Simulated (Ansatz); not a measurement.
# BSiP (quintet): the correlation ladder, def2-QZVPP

One table from this session's results is given with a row withheld; the runs are named, their logs left out.

The runs use Ansatz 0.2.0, Gaussian basis; def2-QZVPP, core rule «outside noble gas», up to 11 orbitals frozen.

Plan: UHF; ROHF; CCSD(T) on UHF.

2 further runs of the same task are left out: 2 set aside as unsound or not needed.

**What is computed**

The geometry is a PBE0/def2-TZVP stationary point (not a proven minimum) of the parent state, kept for this charge and spin.

3 atoms, charge 0, spin multiplicity 5.

Atoms are counted from 1 here; the program's logs count them from 0.

Bond lengths: B1–Si2 1.861 Å, Si2–P3 2.006 Å. Angles: B1–Si2–P3 180.0°.

The first run:

in.yaml reads:

```yaml
crystal:
  periodic: [false, false, false]
  atoms:
    - {symbol: B, position_ang: [0.000000, 0.000000, 1.909700]}
    - {symbol: Si, position_ang: [0.000000, 0.000000, 0.048400]}
    - {symbol: P, position_ang: [0.000000, 0.000000, -1.958100]}
basis:
  gaussian: {orbitals: "def2-QZVPP.json"}
magnetization: {spin_polarized: true, initial_magnetization: 4}
hamiltonian: {xc: hf}
output: {orbitals: {seedname: orbitals}}
```

Started as:

```bash
$ ansatz run in.yaml --threads 1 --pin off --events-out ev --progress --plain --max-ram 2393MiB
```

Among the steps run: UHF; ROHF; CCSD(T) on UHF.

One of the session's tables, all rows but one given; the rest of the session is left out.

| method | from UCCSD(T) (kJ/mol) |
| --- | --- |
| ROHF | +871.6 |
| UHF | ? |
| UMP2 | +145.0 |
| UCCSD | +53.9 |
| UCCSD(T) | 0 |

Estimate the missing values for UHF.

**Answer.** from UCCSD(T) (kJ/mol): +849.3. In the column «from UCCSD(T) (kJ/mol)» it lies between UMP2 (+145.0) and ROHF (+871.6).
